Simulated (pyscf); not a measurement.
**Four-centre exchange: H₃Si–SiH(SiH₃)–SiH₃ + hydrogen fluoride (HF) → F–SiH₂–SiH(SiH₃)–SiH₃ + hydrogen (H₂)**

Gas phase, singlet surface, charge 0. Bonds broken: Si2–H6, F15–H16. Bonds formed: Si2–F15, H6–H16. PySCF, gas phase, ωB97X-D3(BJ)/def2-SVP geometries.

Transition state (Å):

```xyz
16

Si    -0.0864    -0.4057     0.5235
Si     0.1472     1.7100     1.4399
Si    -2.3656    -0.8903     0.5041
Si     0.6156    -0.1697    -1.6873
H      0.7565    -1.4133     1.2353
H      0.3819     2.9886     0.2878
H      1.6084     1.9538     1.7050
H     -0.5153     2.1133     2.7047
H     -2.9852    -0.2327    -0.6797
H     -2.5734    -2.3659     0.3933
H     -3.0195    -0.4080     1.7538
H      2.0754     0.1349    -1.7589
H      0.3357    -1.4046    -2.4768
H     -0.1429     0.9706    -2.2815
F     -1.5323     2.1093     0.4523
H     -0.5262     2.7880     0.1435
```

One imaginary mode, 1144i cm⁻¹; descent along it reached the two sides named.

```json
[
 {"bond": "Si2–H6", "change": "breaks", "reactant side (Å)": "1.504", "saddle": "1.737", "product side": "3.6"},
 {"bond": "F15–H16", "change": "breaks", "reactant side (Å)": "0.928", "saddle": "1.252", "product side": "2.437"},
 {"bond": "Si2–F15", "change": "forms", "reactant side (Å)": "3.1", "saddle": "1.989", "product side": "1.641"},
 {"bond": "H6–H16", "change": "forms", "reactant side (Å)": "1.901", "saddle": "0.941", "product side": "0.760"}
]
```

Electronic energies relative to the separated reactants (kJ/mol):

```
level                   barrier  reaction energy  reverse barrier
----------------------  -------  ---------------  ---------------
ωB97X-D3(BJ)/def2-TZVP    128.0           -100.7            228.7
PBE/def2-TZVP             107.1            -94.4            201.5
r²SCAN/def2-TZVP          112.4           -105.5            217.9
B3LYP-D3(BJ)/def2-TZVP    125.3           -103.5            228.8
PBE0-D3(BJ)/def2-TZVP     122.5            -90.9            213.4
M06-2X/def2-TZVP          132.1           -109.8            241.9
ωB97M-D3(BJ)/def2-TZVP    126.3            -99.9            226.1
HF/def2-TZVP              213.1            -96.8            309.9
```

With ωB97M-D3(BJ)/def2-TZVP energies and thermal terms (ideal gas, 1 atm, RRHO with modes under 100 cm⁻¹ raised to 100, one conformer, R ln 2 for chiral ones without a mode under 150 cm⁻¹), in kJ/mol:

| T (K) | ΔH‡ | ΔG‡ | ΔH | ΔG |
|---|---|---|---|---|
| 298 | 122.1 | 165.7 | -108.0 | -100.5 |
| 600 | 120.3 | 210.8 | -106.0 | -93.7 |
| 900 | 121.0 | 255.9 | -104.4 | -88.0 |
| 1200 | 122.6 | 300.6 | -103.2 | -82.7 |

At the saddle there is also a short H–Si contact that neither side keeps. One saddle was located; it need not be the lowest between these sides.
